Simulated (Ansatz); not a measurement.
# One arrangement of a pair

The pair of CH₄ (SMILES C, atoms 1–5) and SiNH₅ (SMILES [SiH3]N, atoms 6–12), both closed shells, in one local arrangement (a lower one may exist), relaxed at PBE0-D4/def2-TZVP:

C1  (0.183, -0.352, -2.114)
H2  (1.253, -0.562, -2.095)
H3  (-0.168, -0.378, -3.145)
H4  (-0.005, 0.636, -1.693)
H5  (-0.352, -1.105, -1.535)
Si6  (-0.756, 0.434, 1.599)
N7  (0.839, -0.198, 1.466)
H8  (-1.708, -0.585, 1.086)
H9  (-1.012, 0.705, 3.037)
H10  (-1.022, 1.700, 0.850)
H11  (1.589, 0.248, 1.969)
H12  (1.160, -0.543, 0.576)
(Å)

Ansatz 0.2.0; basis: def2-TZVPPD, with def2-QZVPPD for the basis limit; cores frozen in the correlated methods. B3LYP uses VWN-RPA correlation. Extrapolation: Hartree–Fock as exp(−7.88 √X), correlation as X^−2.97. Interaction energies count from these two fragments, frozen as in the pair, with the counterpoise correction; negative means bound.

What is the interaction energy by CCSD(T) at an estimated basis limit (MP2 extrapolated from triple and quadruple zeta, plus CCSD(T) − MP2 in triple zeta)? (To be estimated.)

The calculation gives: -5.2 kJ/mol. Hartree–Fock alone gives 2.4 kJ/mol at the basis limit, so without correlation the pair would not bind at this distance. It counts from the two fragments frozen as in the pair.

The same quantity by other methods in triple zeta, and each one's difference from that estimate:
```json
{"method": "PBE-D4", "E_int (kJ/mol)": "-6.3", "difference": "-1.1"}
{"method": "revPBE-D4", "E_int (kJ/mol)": "-5.7", "difference": "-0.4"}
{"method": "BLYP-D4", "E_int (kJ/mol)": "-4.8", "difference": "0.5"}
{"method": "r2SCAN-D4", "E_int (kJ/mol)": "-5.3", "difference": "-0.1"}
{"method": "B97M-V", "E_int (kJ/mol)": "-5.1", "difference": "0.2"}
{"method": "PBE0-D4", "E_int (kJ/mol)": "-5.8", "difference": "-0.6"}
{"method": "B3LYP-D4", "E_int (kJ/mol)": "-5.3", "difference": "0.0"}
{"method": "HSE06-D4", "E_int (kJ/mol)": "-5.7", "difference": "-0.5"}
{"method": "wB97X-V", "E_int (kJ/mol)": "-5.2", "difference": "0.0"}
{"method": "wB97M-V", "E_int (kJ/mol)": "-4.9", "difference": "0.3"}
{"method": "B2PLYP", "E_int (kJ/mol)": "-1.0", "difference": "4.2"}
{"method": "HF", "E_int (kJ/mol)": "2.4", "difference": "7.7"}
{"method": "MP2", "E_int (kJ/mol)": "-4.3", "difference": "0.9"}
{"method": "CCSD", "E_int (kJ/mol)": "-3.5", "difference": "1.7"}
{"method": "CCSD(T)", "E_int (kJ/mol)": "-4.5", "difference": "0.7"}
```
Differences are method less estimate.

Basis-set superposition shift (counterpoise-corrected less uncorrected): CCSD(T) 1.2; MP2 1.2; HF 0.2; PBE0-D4 0.2; wB97M-V 0.3 kJ/mol.

T1 diagnostic: at most 0.010.

For scale, one of the runs: CCSD(T)/def2-TZVPPD, 275 basis functions, launched by `ansatz run in.yaml --threads 4 --pin off --events-out ev --progress --plain --max-ram 9574MiB`. Time: 2.1 min of wall clock on 4 CPU threads of an Arm Neoverse V1; the host was shared. Peak host memory: 7.3 GiB.
